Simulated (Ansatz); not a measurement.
Calculation: Ansatz (a quantum-chemistry and plane-wave program) with B3LYP-D3(BJ)/def2-TZVP. No frequencies were computed at this level.

Ansatz 0.2 input:
```yaml
crystal:
  periodic: [false, false, false]
  atoms:
    - { symbol: C, position_ang: [0.0, 0.0, 0.0] }
    - { symbol: H, position_ang: [0.004184, 1.011032, -0.385846] }
    - { symbol: H, position_ang: [0.912173, -0.502275, -0.294519] }
    - { symbol: H, position_ang: [-0.06479, 0.026297, 1.079903] }
    - { symbol: H, position_ang: [-0.851567, -0.535054, -0.399539] }
basis:
  gaussian: { orbitals: def2-tzvp }
hamiltonian:
  xc: b3lyp
  dispersion: d3bj
relax:
  max_steps: 150
```

Output:

```
Functional definition: B3LYP
356 factors; their error is unknown
mean field evaluation 1: about -1097.4570 eV, gradient 5.0e1 eV
mean field evaluation 2: about -1095.4442 eV, gradient 5.4e1 eV
mean field evaluation 4: about -1103.0883 eV, gradient 7.1e-2 eV
mean field evaluation 8: about -1103.0787 eV, gradient 7.3e-4 eV
mean field -1103.07868005 eV, -40.5373937983 hartree, gradient 2.1e-5 eV, S^2 0.000000; 0 other end points of the search recorded, 0 dependent functions left out
reference -1103.07885928 eV, -40.5374003848 hartree; 5, 5 occupied and 50, 50 virtual orbitals, 356 factors
relax step   1: F+E_penalty+E_count = -1103.13076521 eV  Δ(F+E_penalty+E_count) = +0.000e0 eV  max|allowed force component| = 2.445e-1 eV/Å  Δτ_max = 0.0000 Å  (21 SCF iters, accepted)
these checks for a lower state are left out or cut short: starts, cluster_reference, orbital_swaps, neighbouring_geometries, increment
356 factors; their error is unknown
mean field evaluation 16: about -1103.0818 eV, gradient 2.5e-1 eV
mean field -1103.08186556 eV, -40.5375108635 hartree, gradient 1.8e-6 eV, S^2 0.000000; 0 other end points of the search recorded, 0 dependent functions left out
reference -1103.08204521 eV, -40.5375174657 hartree; 5, 5 occupied and 50, 50 virtual orbitals, 356 factors
relax step   2: F+E_penalty+E_count = -1103.13393926 eV  Δ(F+E_penalty+E_count) = -3.174e-3 eV  max|allowed force component| = 6.632e-2 eV/Å  Δτ_max = 0.0051 Å  (25 SCF iters, accepted)
these checks for a lower state are left out or cut short: starts, cluster_reference, orbital_swaps, neighbouring_geometries, increment
356 factors; their error is unknown
mean field -1103.08212716 eV, -40.5375204773 hartree, gradient 1.8e-6 eV, S^2 0.000000; 0 other end points of the search recorded, 0 dependent functions left out
reference -1103.08230698 eV, -40.5375270855 hartree; 5, 5 occupied and 50, 50 virtual orbitals, 356 factors
relax step   3: F+E_penalty+E_count = -1103.13419662 eV  Δ(F+E_penalty+E_count) = -2.574e-4 eV  max|allowed force component| = 7.566e-4 eV/Å  Δτ_max = 0.0019 Å  (25 SCF iters, accepted)
356 factors; their error is unknown
mean field evaluation 32: about -1103.0820 eV, gradient 2.5e-1 eV
mean field -1103.08212716 eV, -40.5375204773 hartree, gradient 1.8e-6 eV, S^2 0.000000; 1 other end points of the search recorded, 0 dependent functions left out
reference -1103.08230698 eV, -40.5375270855 hartree; 5, 5 occupied and 50, 50 virtual orbitals, 356 factors
Total energy: -1103.13437644 eV, -40.5394406028 hartree
Atom 0 at     0.000000     0.000000    -0.000000 Å, force     0.000001     0.000000    -0.000001 eV/Å
Atom 1 at     0.004211     1.017597    -0.388352 Å, force     0.000003     0.000708    -0.000270 eV/Å
Atom 2 at     0.918097    -0.505537    -0.296432 Å, force     0.000638    -0.000352    -0.000206 eV/Å
Atom 3 at    -0.065211     0.026468     1.086916 Å, force    -0.000045     0.000018     0.000757 eV/Å
Atom 4 at    -0.857097    -0.538529    -0.402133 Å, force    -0.000597    -0.000375    -0.000280 eV/Å
Dipole moment:    -0.000000    -0.000000     0.000000 e Å
```

Cost: very roughly 2.2 core-seconds.
